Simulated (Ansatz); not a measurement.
C2H3NO can be A, `NC#CO`, or B, `OC1=CN1`.

Computed with Ansatz on PBE0-D4/def2-TZVP structures; ΔE is electronic, products minus reactants. CBS: MP2 limit from def2 TZ/QZ plus the TZ coupled-cluster correction, frozen cores. DFT in def2-TZVPP. B3LYP here is the variant with VWN-RPA as its local correlation; programs differ in this. One conformer a species, not always the lowest.

Q: Which is lower in electronic energy at CCSD(T)/CBS, and by how much? (Estimate.)

A: The calculation gave: A, by 109.8 kJ/mol.

Q: Give E(B) − E(A) in kJ/mol with ωB97M-V, CCSD(T)/def2-SVP, B2PLYP, CCSD/def2-TZVPP, B3LYP-D4, r2SCAN-D4, LDA (SPW92). (Estimate.)

A: The calculation gave: ωB97M-V 110.5, CCSD(T)/def2-SVP 112.5, B2PLYP 118.6, CCSD/def2-TZVPP 116.1, B3LYP-D4 118.6, r2SCAN-D4 103.6, LDA (SPW92) 104.0. None reverses the order clearly.

Q: Does the order hold for the free energy at 298.15 K (harmonic terms from PBE0-D4)? (Estimate.)

A: Ansatz gave: Yes: G(B) − G(A) = +107.5 kJ/mol, for one conformer each.

Largest T1 diagnostic: 0.014.

From r2SCAN to r2SCAN0 (25 % exact exchange), in def2-TZVPP and without D4, E(B) − E(A) moves by +6.5 kJ/mol. Leaving LDA and LC-ωPBE aside and taking each functional with its dispersion term where it has one, the values, not all of them listed here, spread over 33.3 kJ/mol, from revPBE-D4 to BHLYP-D4. LDA lies +3.3 kJ/mol from PBE without D4.
